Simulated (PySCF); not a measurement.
Method: PySCF energies plus ideal-gas RRHO corrections (1 bar). The comparison is the NASA 1993 polynomial table, which mixes measured and estimated data. 6-31G* has spherical d functions here. All species are closed-shell singlets. The harmonic model lacks anharmonicity and excited electronic states, which grow with temperature; levels with a mode under 35 cm⁻¹ are left out. The table's entry may be an old estimate for SiH3F (not checked at source).

Harmonic frequencies at HF/6-31G* (cm⁻¹): 796, 796, 941, 1051, 1051, 1112, 2420, 2420, 2427. Point group C3v; S°(298 K) = 237.2 J/mol/K at this level.

### Question
Work out Cp and S° of gaseous SiH3F at 500, 800, 1200, 1600, 2000 K from these, and set them beside the table.

### Answer
```csv
T (K),Cp HF/6-31G*,Cp table,S° HF/6-31G*,S° table
500,61.9,65.2,264.6,267.4
800,78.6,81.7,297.6,302.0
1200,90.8,92.7,332.1,337.5
1600,97.2,98.7,359.2,365.0
2000,100.7,102.1,381.3,387.5
```
Units J/mol/K.
